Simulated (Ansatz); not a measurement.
Basis-set extrapolation for F$_{2}$O$_{2}$S (`O=S(=O)(F)F`) (PBE0-D4/def2-TZVP geometry, frozen core, Ansatz). Multiplicity 1, RHF reference.

|  | def2-TZVPP | def2-QZVPP |
| --- | --- | --- |
| HF | -746.276547 | -746.307687 |
| MP2 correlation | -1.153300 | -1.258387 |
| CCSD(T) correlation | -1.189536 | not run |

Energies in hartree. Use E(X) = E(∞) + A·exp(−7.88·√X) for Hartree–Fock and E(X) = E(∞) + B·X^(−2.97) for correlation, with X = 3 and 4, and add CCSD(T) minus MP2 of the smaller set to the MP2 limit.

What is the CCSD(T) energy at the basis-set limit?

HF limit: -746.307687 + (-0.031140) × 0.13774 = -746.31198. MP2 limit: -1.258387 + (-0.105087) × 0.74074 = -1.33623. Higher-order term: -1.189536 − (-1.153300) = -0.03624. Total: -747.68445 hartree, 573.3 kJ/mol below CCSD(T)/def2-TZVPP.
